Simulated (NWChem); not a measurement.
System: difluoromethane (CH$_{2}$F$_{2}$); SMILES FCF

NWChem printed, in part:

```
             Northwest Computational Chemistry Package (NWChem) 7.3.0
             --------------------------------------------------------

 C2V symmetry detected

                             Geometry "geometry" -> ""
                             -------------------------

 Output coordinates in angstroms (scale by  1.889725989 to convert to a.u.)

  No.       Tag          Charge          X              Y              Z
 ---- ---------------- ---------- -------------- -------------- --------------
    1 F                    9.0000     1.09579500     0.00000000    -0.28717200
    2 C                    6.0000     0.00000000     0.00000000     0.49099000
    3 F                    9.0000    -1.09579500     0.00000000    -0.28717200
    4 H                    1.0000     0.00000000     0.91369500     1.11157800
    5 H                    1.0000     0.00000000    -0.91369500     1.11157800

 Effective nuclear repulsion energy (a.u.)      77.6550658504

      Symmetry information
      --------------------

 Group name             C2v
 Group number             16
 Group order               4
 No. of unique centers     3

                                 NWChem DFT Module
                                 -----------------

 Summary of "ao basis" -> "ao basis" (spherical)
 ------------------------------------------------------------------------------
       Tag                 Description            Shells   Functions and Types
 ---------------- ------------------------------  ------  ---------------------
 F                           sto-3g                  3        5   2s1p
 C                           sto-3g                  3        5   2s1p
 H                           sto-3g                  1        1   1s

      Symmetry analysis of basis
      --------------------------

        a1          8
        a2          1
        b1          5
        b2          3

            General Information
            -------------------
          SCF calculation type: DFT
          Wavefunction type:  closed shell.
          No. of atoms     :     5
          No. of electrons :    26
           Alpha electrons :    13
            Beta electrons :    13
          Charge           :     0
          Spin multiplicity:     1
          Use of symmetry is: on ; symmetry adaption is: on
          Maximum number of iterations: 150
          AO basis - number of functions:    17
                     number of shells:    11
          Convergence on energy requested:  1.00D-06
          Convergence on density requested:  1.00D-05
          Convergence on gradient requested:  5.00D-04

              XC Information
              --------------
                         B3LYP Method XC Potential
                     Hartree-Fock (Exact) Exchange  0.200
                        Slater Exchange Functional  0.800 local
                    Becke 1988 Exchange Functional  0.720 non-local
              Lee-Yang-Parr Correlation Functional  0.810
                  VWN I RPA Correlation Functional  0.190 local

             Grid Information
             ----------------
          Grid used for XC integration:  medium
          Radial quadrature: Mura-Knowles
          Angular quadrature: Lebedev.
          Tag              B.-S. Rad. Rad. Pts. Rad. Cut. Ang. Pts.
          ---              ---------- --------- --------- ---------
          F                   0.50       49           6.0       434
          C                   0.70       49           5.0       434
          H                   0.35       45           6.0       434
          Grid pruning is: on
          Number of quadrature shells:   143
          Spatial weights used:  Erf1

      Superposition of Atomic Density Guess
      -------------------------------------

 Sum of atomic energies:        -234.11428942

      Non-variational initial energy
      ------------------------------

 Total energy =    -234.245660
 1-e energy   =    -483.779437
 2-e energy   =     171.878711
 HOMO         =      -0.230922
 LUMO         =       0.568749

      Symmetry analysis of molecular orbitals - initial
      -------------------------------------------------

  Numbering of irreducible representations:

     1 a1          2 a2          3 b1          4 b2

  Orbital symmetries:

     1 a1          2 b1          3 a1          4 a1          5 b1
     6 a1          7 b1          8 a1          9 b2         10 a2
    11 b1         12 a1         13 b2         14 b1         15 a1
    16 a1         17 b2

     ---------------------------------------------
      Total Density - Mulliken Population Analysis
     ---------------------------------------------

    Atom       Charge   Shell Charges
 -----------   ------   -------------------------------------------------------
    1 F    9     9.41   2.00  1.92  5.49
    2 C    6     5.15   1.99  1.14  2.02
    3 F    9     9.41   2.00  1.92  5.49
    4 H    1     1.02   1.02
    5 H    1     1.02   1.02

   convergence    iter        energy       DeltaE   RMS-Dens  Diis-err
 ---------------- ----- ----------------- --------- --------- ---------
 d= 0,ls=0.0,diis     1   -235.4179651968 -3.13D+02  1.04D-01  8.58D-01
 d= 0,ls=0.0,diis     2   -235.4221808345 -4.22D-03  5.22D-02  1.03D+00
 d= 0,ls=0.0,diis     3   -235.5701823051 -1.48D-01  8.07D-04  8.80D-05
 d= 0,ls=0.0,diis     4   -235.5702022736 -2.00D-05  7.90D-05  3.25D-07
 d= 0,ls=0.0,diis     5   -235.5702023770 -1.03D-07  1.14D-05  1.44D-08
 d= 0,ls=0.0,diis     6   -235.5702023800 -3.05D-09  2.03D-06  4.85D-10

         Total DFT energy =     -235.570202380041
      One electron energy =     -482.920879702152
           Coulomb energy =      196.976250304515
    Exchange-Corr. energy =      -27.280638832804
 Nuclear repulsion energy =       77.655065850400

 Numeric. integr. density =       26.000001206162

                  Occupations of the irreducible representations
                  ----------------------------------------------

                     irrep           alpha         beta
                     --------     --------     --------
                     a1                6.0          6.0
                     a2                1.0          1.0
                     b1                4.0          4.0
                     b2                2.0          2.0

                       DFT Final Molecular Orbital Analysis
                       ------------------------------------

 Vector   11  Occ=2.000000D+00  E=-2.203350D-01  Symmetry=a1
              MO Center=  2.9D-15,  1.6D-15, -1.9D-01, r^2= 1.7D+00
   Bfn.  Coefficient  Atom+Function         Bfn.  Coefficient  Atom+Function
  ----- ------------  ---------------      ----- ------------  ---------------
     5      0.664117  1 F  pz                15      0.664117  3 F  pz
    16     -0.187738  4 H  s                 17     -0.187738  5 H  s
     3      0.165943  1 F  px                13     -0.165943  3 F  px
    10     -0.070666  2 C  pz

 Vector   12  Occ=2.000000D+00  E=-2.089988D-01  Symmetry=b1
              MO Center= -2.0D-15, -1.2D-15, -2.8D-01, r^2= 1.6D+00
   Bfn.  Coefficient  Atom+Function         Bfn.  Coefficient  Atom+Function
  ----- ------------  ---------------      ----- ------------  ---------------
     3      0.579926  1 F  px                13      0.579926  3 F  px
     5      0.414685  1 F  pz                15     -0.414685  3 F  pz

 Vector   13  Occ=2.000000D+00  E=-1.822958D-01  Symmetry=b2
              MO Center=  1.6D-14,  5.1D-17,  3.4D-02, r^2= 1.8D+00
   Bfn.  Coefficient  Atom+Function         Bfn.  Coefficient  Atom+Function
  ----- ------------  ---------------      ----- ------------  ---------------
     4      0.637684  1 F  py                14      0.637684  3 F  py
    16     -0.339060  4 H  s                 17      0.339060  5 H  s
     9     -0.121902  2 C  py

 Vector   14  Occ=0.000000D+00  E= 3.429474D-01  Symmetry=b1
              MO Center=  9.5D-17, -2.3D-17,  2.9D-01, r^2= 1.1D+00
   Bfn.  Coefficient  Atom+Function         Bfn.  Coefficient  Atom+Function
  ----- ------------  ---------------      ----- ------------  ---------------
     8      1.050539  2 C  px                 5     -0.454558  1 F  pz
    15      0.454558  3 F  pz                 2     -0.350752  1 F  s
    12      0.350752  3 F  s                  3      0.338486  1 F  px
    13      0.338486  3 F  px                 1      0.055500  1 F  s
    11     -0.055500  3 F  s

 Vector   15  Occ=0.000000D+00  E= 3.623847D-01  Symmetry=a1
              MO Center= -1.1D-16, -1.8D-16,  1.7D-01, r^2= 1.1D+00
   Bfn.  Coefficient  Atom+Function         Bfn.  Coefficient  Atom+Function
  ----- ------------  ---------------      ----- ------------  ---------------
    10      1.027903  2 C  pz                 3     -0.521605  1 F  px
    13      0.521605  3 F  px                16     -0.343389  4 H  s
    17     -0.343389  5 H  s                  2      0.334149  1 F  s
    12      0.334149  3 F  s                  7     -0.217021  2 C  s
     5      0.120569  1 F  pz                15      0.120569  3 F  pz

 Vector   16  Occ=0.000000D+00  E= 4.288719D-01  Symmetry=b2
              MO Center=  5.1D-17,  4.3D-14,  7.5D-01, r^2= 1.3D+00
   Bfn.  Coefficient  Atom+Function         Bfn.  Coefficient  Atom+Function
  ----- ------------  ---------------      ----- ------------  ---------------
     9      1.107463  2 C  py                16     -0.837910  4 H  s
    17      0.837910  5 H  s                  4     -0.211139  1 F  py
    14     -0.211139  3 F  py

     ---------------------------------------------
      Total Density - Mulliken Population Analysis
     ---------------------------------------------

    Atom       Charge   Shell Charges
 -----------   ------   -------------------------------------------------------
    1 F    9     9.11   2.00  1.95  5.16
    2 C    6     5.91   1.99  1.17  2.75
    3 F    9     9.11   2.00  1.95  5.16
    4 H    1     0.93   0.93
    5 H    1     0.93   0.93

[...]
```

Level: B3LYP/STO-3G. The geometry was optimised at PBE0/def2-SVP. B3LYP is NWChem's, with the RPA form of VWN correlation.

Q: Write an input that gives this output.

A: Several could match; the one computed here: the input that was run:
```
start job
memory heap 200 mb stack 900 mb global 1100 mb
geometry units angstroms noautoz
  F      1.095795     0.000000    -0.289454
  C      0.000000     0.000000     0.488708
  F     -1.095795     0.000000    -0.289454
  H      0.000000     0.913695     1.109296
  H      0.000000    -0.913695     1.109296
end
basis spherical
  * library sto-3g
end
dft
  xc b3lyp
  iterations 150
  mulliken
end
task dft energy
```
